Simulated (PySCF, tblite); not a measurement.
# C₂H₆S₂: circular dichroism and optical rotation, excited states

Aim: compute the circular dichroism and optical rotation, excited states of C₂H₆S₂ (`CSSC`).

Programs: tblite 0.8.0 and PySCF 2.14.0, with routines of our own; each step states its level. All values are computed. Atoms count from 0.

### Step 1. The starting structure

10 atoms, charge 0, multiplicity 1; geometry from: force field or distance geometry start.

### Step 2. Optimising the geometry with GFN2-xTB

The job: settings as JSON, then the geometry in Å.

```
{"job": {"kind": "relax", "xc": "GFN2-xTB", "basis": "xTB"}, "charge": 0, "multiplicity": 1}
C      1.839400    -0.049000    -0.220900
S      0.877300     0.254600     1.283100
S     -0.745000     1.267100     0.579900
C     -1.843200    -0.073200     0.052300
H      2.748600    -0.582500     0.043200
H      2.100200     0.899700    -0.696100
H      1.260700    -0.658800    -0.923700
H     -1.368000    -0.669800    -0.724200
H     -2.085900    -0.723900     0.912900
H     -2.775100     0.340400    -0.329000
```

On the command line:

```console
$ OMP_NUM_THREADS=1 python excited_run.py task.json out
```

This one command runs all jobs of the session in turn.

The log of the run:

```text
step      E/eV     max force
  0    -376.50623    0.955
  1    -376.52436    0.278
  2    -376.52770    0.164
  3    -376.52952    0.126
  4    -376.53187    0.129
  5    -376.53286    0.090
  6    -376.53338    0.063
  7    -376.53373    0.055
  8    -376.53408    0.052
  9    -376.53431    0.039
 10    -376.53441    0.021
 11    -376.53447    0.021
 12    -376.53453    0.028
 13    -376.53462    0.044
 14    -376.53476    0.051
 15    -376.53497    0.046
 16    -376.53519    0.043
 17    -376.53540    0.043
 18    -376.53558    0.053
 19    -376.53578    0.049
 20    -376.53598    0.041
 21    -376.53610    0.031
 22    -376.53618    0.022
 23    -376.53626    0.031
 24    -376.53638    0.038
 25    -376.53656    0.040
 26    -376.53675    0.037
 27    -376.53691    0.037
 28    -376.53705    0.035
 29    -376.53721    0.036
 30    -376.53736    0.029
 31    -376.53745    0.016
 32    -376.53747    0.007
```

Run time: 0.18 s. Hardware: 1 thread of Arm Neoverse N1, shared host.

Step by step:

```csv
step,energy from step 0 (eV),largest force (eV/Å)
0,0.0000,0.9551
1,-0.0181,0.2782
2,-0.0215,0.1636
3,-0.0233,0.1261
4,-0.0256,0.1286
5,-0.0266,0.0904
6,-0.0272,0.0627
7,-0.0275,0.0549
8,-0.0279,0.0525
9,-0.0281,0.0388
10,-0.0282,0.0206
11,-0.0282,0.0214
12,-0.0283,0.0279
13,-0.0284,0.0436
14,-0.0285,0.0511
15,-0.0287,0.0463
16,-0.0290,0.0431
17,-0.0292,0.0430
18,-0.0293,0.0528
19,-0.0295,0.0485
20,-0.0297,0.0412
21,-0.0299,0.0306
22,-0.0299,0.0220
23,-0.0300,0.0312
24,-0.0301,0.0379
25,-0.0303,0.0395
26,-0.0305,0.0373
27,-0.0307,0.0365
28,-0.0308,0.0347
29,-0.0310,0.0365
30,-0.0311,0.0287
31,-0.0312,0.0163
32,-0.0312,0.0071
```

Distances of close pairs at the start and the end, largest changes first:

```csv
bond,before (Å),after (Å),change (Å)
C3–H8,1.106,1.085,-0.021
C0–S1,1.811,1.826,+0.015
S2–C3,1.811,1.826,+0.015
S1–S2,2.038,2.027,-0.011
C0–H6,1.096,1.086,-0.010
C0–H5,1.093,1.085,-0.008
C3–H9,1.089,1.084,-0.004
C3–H7,1.088,1.085,-0.003
```

The next job starts from the end point, and lists it.

### Step 3. Harmonic vibrations with GFN2-xTB

The job: settings as JSON, then the geometry in Å.

```
{"job": {"kind": "ir", "xc": "GFN2-xTB", "basis": "xTB"}, "charge": 0, "multiplicity": 1}
C      1.883356    -0.043731    -0.240983
S      0.852330     0.200609     1.246123
S     -0.729473     1.236230     0.515886
C     -1.893532    -0.095801     0.063302
H      2.785914    -0.540962     0.096588
H      2.121669     0.922412    -0.673278
H      1.356911    -0.668080    -0.956109
H     -1.470485    -0.697939    -0.734639
H     -2.099470    -0.702555     0.938811
H     -2.798337     0.394471    -0.278227
```

The log of the run:

```text
mode    cm-1     km/mol
  1      84.2      1.64
  2     107.0      0.87
  3     110.4      0.43
  4     211.4      1.42
  5     232.8      1.64
  6     510.4      1.83
  7     698.0      8.21
  8     703.6     31.70
  9     930.8     22.99
 10     932.2      3.73
 11     932.7      6.75
 12     940.5      0.54
 13    1306.3      0.55
 14    1307.6      0.50
 15    1442.2     12.52
 16    1442.6      0.07
 17    1446.9      7.90
 18    1447.1      7.34
 19    3034.9      2.27
 20    3036.5      7.08
 21    3047.4      5.49
 22    3047.8      4.92
 23    3066.0      0.87
 24    3066.5      3.04
```

Wall time 0.27 s (1 thread of Arm Neoverse N1, shared host).

Which atoms move in the most intense modes:

```csv
cm⁻¹,km/mol,atoms
698,8.2,"C3 29 %, C0 29 %, S2 15 %, S1 15 %"
704,31.7,"C0 29 %, C3 29 %, S1 16 %, S2 16 %"
931,23.0,"H9 27 %, H7 20 %, H6 14 %, H4 13 %"
933,6.8,"H4 33 %, H5 25 %, C0 13 %, H7 10 %"
1442,12.5,"H4 27 %, H9 20 %, H5 20 %, H8 14 %"
1447,7.9,"H9 26 %, H4 25 %, H6 17 %, H7 13 %"
1447,7.3,"H7 27 %, H6 25 %, H5 16 %, H8 12 %"
3036,7.1,"H7 54 %, H6 29 %"
```

### Step 4. Optimising the geometry at PBE0-D3(BJ)/def2-SVP

Settings changed since step 3:

```diff
@@ -1,2 +1,2 @@
-{"job": {"kind": "ir", "xc": "GFN2-xTB", "basis": "xTB"}, "charge": 0, "multiplicity": 1}
+{"job": {"xc": "PBE0", "basis": "def2-SVP", "d3": "d3bj", "grid": 1, "kind": "geom"}, "charge": 0, "multiplicity": 1}
 C      1.883356    -0.043731    -0.240983
```

The log of the run:

```text
step   0  E = -875.52658823  max force = 0.012736
step   1  E = -875.52800700  max force = 0.001543
step   2  E = -875.52803157  max force = 0.000492
step   3  E = -875.52803381  max force = 0.000206
optimisation converged
```

Wall time 12 s (1 thread of Arm Neoverse N1, shared host); peak memory 0.47 GiB.

Relaxation path:

```csv
step,energy from step 0 (eV),largest force component (eV/Å)
0,0.0000,0.6549
1,-0.0386,0.0793
2,-0.0393,0.0253
3,-0.0393,0.0106
```

Distances of close pairs at the start and the end, largest changes first:

```csv
bond,before (Å),after (Å),change (Å)
S1–S2,2.027,2.058,+0.031
C3–H9,1.084,1.101,+0.017
C0–H4,1.084,1.101,+0.017
S2–C3,1.826,1.812,-0.014
C0–S1,1.826,1.812,-0.014
C3–H7,1.085,1.099,+0.014
C0–H6,1.086,1.099,+0.014
C3–H8,1.085,1.098,+0.014
```

The final coordinates are the input of the step that follows.

```csv
at the end point,value
point group (found at 0.08 Å tolerance),C2
"rotational constants (GHz, main isotopes)","8.162, 2.760, 2.547"
dipole moment (D),2.08
```

### Step 5. Circular dichroism and optical rotation: TDDFT CAM-B3LYP/def2-SVPD

The job: settings as JSON, then the geometry in Å.

```
{"job": {"kind": "ecd", "xc": "CAM-B3LYP", "basis": "def2-SVPD", "nstates": 8}, "charge": 0, "multiplicity": 1}
C      1.852752    -0.063761    -0.225941
S      0.863170     0.232821     1.262711
S     -0.761228     1.252857     0.516127
C     -1.873844    -0.089937     0.024747
H      2.766343    -0.578053     0.109805
H      2.127865     0.884286    -0.707682
H      1.324018    -0.711089    -0.939729
H     -1.446405    -0.691218    -0.790075
H     -2.114014    -0.732325     0.882775
H     -2.795137     0.392640    -0.335979
```

Method: TDDFT CAM-B3LYP/def2-SVPD circular dichroism and optical rotation, one conformer, gas phase.

The log of the run:

```text
coarse grid: 9144 points
cycle   1  E = -875.7760238459  dE =  1.877e-01  |g| = 1.773e-01  |ddm| = 3.530e+00
cycle   2  E = -875.7877521273  dE = -1.173e-02  |g| = 6.277e-02  |ddm| = 4.596e-01
cycle   3  E = -875.7889804297  dE = -1.228e-03  |g| = 1.607e-02  |ddm| = 1.655e-01
cycle   4  E = -875.7890728113  dE = -9.238e-05  |g| = 5.939e-03  |ddm| = 4.124e-02
cycle   5  E = -875.7890829454  dE = -1.013e-05  |g| = 1.900e-03  |ddm| = 1.265e-02
cycle   6  E = -875.7890840329  dE = -1.087e-06  |g| = 4.634e-04  |ddm| = 3.052e-03
final grid: 78144 points
cycle   7  E = -875.8761569661  dE = -1.329e-05  |g| = 2.655e-03  |ddm| = 2.658e-02
cycle   8  E = -875.8761570373  dE = -7.120e-08  |g| = 2.643e-03  |ddm| = 7.416e-03
cycle   9  E = -875.8761588031  dE = -1.766e-06  |g| = 1.522e-04  |ddm| = 3.149e-03
cycle  10  E = -875.8761588107  dE = -7.542e-09  |g| = 6.211e-05  |ddm| = 4.328e-04
cycle  11  E = -875.8761588121  dE = -1.429e-09  |g| = 9.406e-06  |ddm| = 1.326e-04
cycle  12  E = -875.8761588121  dE = -4.616e-11  |g| = 3.503e-06  |ddm| = 2.752e-05
converged SCF energy = -875.8761588121

Singlet excitations and rotatory strengths (1e-40 esu^2 cm^2)
state   eV       nm     f(len)   f(vel)    R(len)    R(vel)   main configurations
  1   4.8281   256.8  0.00866  0.00989    18.332    19.134   H->L 0.89
  2   4.9256   251.7  0.00185  0.00168   -11.820   -11.272   H-1->L 0.90
  3   6.2965   196.9  0.00425  0.00594   -17.859   -19.605   H->L+2 0.48, H-1->L+3 0.24, H-1->L+1 0.12
  4   6.3024   196.7  0.00125  0.00199     7.105     9.070   H->L+3 0.40, H-1->L+2 0.22, H->L+1 0.20
  5   6.5382   189.6  0.01047  0.01017    34.557    34.056   H->L+1 0.58, H->L+3 0.28
  6   6.6400   186.7  0.01033  0.00986   -43.487   -43.475   H-1->L+3 0.44, H-1->L+1 0.34, H->L+2 0.08
  7   6.7828   182.8  0.05178  0.05841    86.844    92.665   H-1->L+1 0.44, H->L+2 0.29, H-1->L+3 0.10
  8   6.7996   182.3  0.00343  0.00485   -18.367   -21.840   H-1->L+2 0.65, H->L+1 0.14, H->L+3 0.10

Specific rotation (deg / (dm g/mL))
    nm     length   length(OI)   velocity    alpha(len)  alpha(vel)
  633.0     679.76     679.65     710.46       71.430     72.952
  589.3     801.05     800.94     837.54       71.754     73.289
  546.0     958.35     958.24    1002.51       72.162     73.712
  436.0    1684.79    1684.81    1766.64       73.884     75.503
  405.0    2062.25    2062.42    2165.27       74.688     76.340
  365.0    2808.46    2809.13    2956.72       76.127     77.840
  355.0    3070.05    3070.97    3235.26       76.588     78.321
```

Wall time 35 s (1 thread of Arm Neoverse N1, shared host); peak memory 0.7 GiB.

### Step 6. Excited states: TDA wB97X-D/def2-SVPD

Settings changed since step 5:

```diff
@@ -1,2 +1,2 @@
-{"job": {"kind": "ecd", "xc": "CAM-B3LYP", "basis": "def2-SVPD", "nstates": 8}, "charge": 0, "multiplicity": 1}
+{"job": {"kind": "states", "xc": "wB97X-D", "basis": "def2-SVPD", "tda": true, "soc": true, "nstates": 5, "ntriplets": 4, "nquad": 4}, "charge": 0, "multiplicity": 1}
 C      1.852752    -0.063761    -0.225941
```

Method: TDA wB97X-D/def2-SVPD excited states, vertical, gas phase, spin-orbit mean-field couplings.

The log of the run:

```text
coarse grid: 9144 points
cycle   1  E = -875.7801557119  dE =  1.868e-01  |g| = 1.897e-01  |ddm| = 3.496e+00
cycle   2  E = -875.7934100533  dE = -1.325e-02  |g| = 8.176e-02  |ddm| = 5.003e-01
cycle   3  E = -875.7952524259  dE = -1.842e-03  |g| = 3.007e-02  |ddm| = 1.874e-01
cycle   4  E = -875.7955265480  dE = -2.741e-04  |g| = 8.605e-03  |ddm| = 5.070e-02
cycle   5  E = -875.7955501059  dE = -2.356e-05  |g| = 1.834e-03  |ddm| = 1.708e-02
cycle   6  E = -875.7955515101  dE = -1.404e-06  |g| = 5.540e-04  |ddm| = 4.564e-03
final grid: 78144 points
cycle   7  E = -875.8814819209  dE = -7.061e-05  |g| = 4.812e-03  |ddm| = 6.946e-02
cycle   8  E = -875.8814848617  dE = -2.941e-06  |g| = 3.526e-03  |ddm| = 1.302e-02
cycle   9  E = -875.8814880642  dE = -3.203e-06  |g| = 4.955e-04  |ddm| = 5.199e-03
cycle  10  E = -875.8814881541  dE = -8.982e-08  |g| = 1.535e-04  |ddm| = 1.095e-03
cycle  11  E = -875.8814881647  dE = -1.063e-08  |g| = 3.877e-05  |ddm| = 4.231e-04
cycle  12  E = -875.8814881656  dE = -8.752e-10  |g| = 1.147e-05  |ddm| = 1.281e-04
converged SCF energy = -875.8814881656

Singlet excitations
state   eV       nm        f     d(h-e)  d(exc)  Lambda  PR(NTO)  |dmu|/D   mu/D   main configurations
  1   4.8900   253.5   0.00907   0.151   2.621   0.599   1.054    0.423    2.613   H->L 0.90
  2   4.9815   248.9   0.00130   0.030   2.624   0.579   1.036    0.179    2.365   H-1->L 0.91
  3   6.4696   191.6   0.00203   0.175   2.897   0.449   1.492    1.076    3.267   H->L+3 0.54, H-1->L+2 0.15, H->L+1 0.12
  4   6.4900   191.0   0.00524   0.045   2.881   0.475   2.032    0.661    2.851   H->L+2 0.42, H-1->L+3 0.33, H-1->L+1 0.08
  5   6.8057   182.2   0.00949   0.581   3.466   0.423   1.454                     H->L+1 0.55, H->L+3 0.20, H-1->L+2 0.13

Triplet excitations (Tamm-Dancoff)
state   eV     d(h-e)  d(exc)  Lambda  PR(NTO)   main configurations
  1   4.1702   0.136   2.538   0.597   1.016   H->L 0.90
  2   4.3169   0.010   2.533   0.576   1.019   H-1->L 0.89
  3   5.8480   0.132   2.628   0.482   1.877   H->L+2 0.48, H-1->L+3 0.17, H-1->L+1 0.09
  4   5.8933   0.133   2.634   0.465   2.000   H-1->L+2 0.34, H->L+3 0.27, H->L+1 0.13
S1 - T1 = 0.7198 eV

Spin-orbit couplings |<S|Hso|T>| (cm-1)
             T1       T2       T3       T4
S0      117.769  136.605  175.321   31.344
S1       10.678   65.699   24.407   29.209
S2       75.367    5.622   27.128   27.766
S3       26.256   17.660    8.754    6.624
S4       18.828   31.066    1.196    5.876
S5        9.017    8.783   27.963   12.631
T1 sublevels (cm-1): 0.000 0.273 3.863   radiative rates (1/s): 1.01e+03 79.2 61.4
```

Wall time 17 s (1 thread of Arm Neoverse N1, shared host); peak memory 0.58 GiB.

In short:

```csv
quantity,value
S1 less T1,0.72 eV
```

### Step 7. Results

| quantity | value |
| --- | --- |
| strongest single infrared mode (GFN2-xTB) | 704 cm⁻¹, 32 km/mol |
| zero-point energy (GFN2-xTB) | 47.3 kcal/mol |
| point group | C2 |
| rotational constants (main isotopes) | 8.16, 2.76, 2.55 GHz |
| state of largest rotatory strength (velocity form) among 8 (step 5, TDDFT CAM-B3LYP/def2-SVPD) | 6.78 eV, R = +92.7 (velocity), +86.8 (length) ·10⁻⁴⁰ esu² cm² |
| specific rotation at 633.0 nm (step 5, TDDFT CAM-B3LYP/def2-SVPD) | 710.5 (velocity), 679.8 (length) |
| S1 less T1 (step 6, TDA wB97X-D/def2-SVPD) | 0.72 eV |

**Reading.** All 24 modes are real, so the xTB geometry is a minimum. The strongest single mode, at 704 cm⁻¹, is carried by C0, C3, S1, S2. Unscaled tight-binding wavenumbers are off by several per cent, some by more. Its intensities can rank the bands wrongly. The optimisation took 3 steps and gained 0.039 eV; among the close pairs (by a distance rule), S1–S2 changed most, from 2.027 to 2.058 Å (PBE0/def2-SVP). Rotations belong to one conformer and to the handedness of the start; where its mirror image forms freely, a sample shows none. In step 6, the number of triplets below S1 is 2, and the largest singlet-triplet spin-orbit coupling is S0–T3, 175.32 cm⁻¹.
